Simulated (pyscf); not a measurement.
Thermochemistry of product channels of H₂B–CH₃ + NH₃ on the singlet surface, in kcal/mol, from ωB97M-D3(BJ)/def2-TZVP energies (ideal gas, 1 atm, RRHO with modes under 100 cm⁻¹ raised to 100, one conformer, R ln 2 for chiral ones without a mode under 150 cm⁻¹). PySCF, gas phase, ωB97X-D3(BJ)/def2-SVP geometries.

```json
[
 {"products": "H₃C–BH–NH₂ + H₂", "ΔE": "-30.3", "ΔH(298 K)": "-32.3", "ΔG(900 K)": "-25.8", "ΔG(1200 K)": "-24.4"},
 {"products": "H₃C–NH₂ + BH₃", "ΔE": "(withheld)", "ΔH(298 K)": "+22.7", "ΔG(900 K)": "+25.7", "ΔG(1200 K)": "(withheld)"}
]
```

**Question.** Some entries are withheld; supply them.

**Answer.** 
- H₃C–NH₂ + BH₃, ΔE: +22.8
- H₃C–NH₂ + BH₃, ΔG(1200 K): +26.8

These are energies of the channels, which say nothing of barriers.
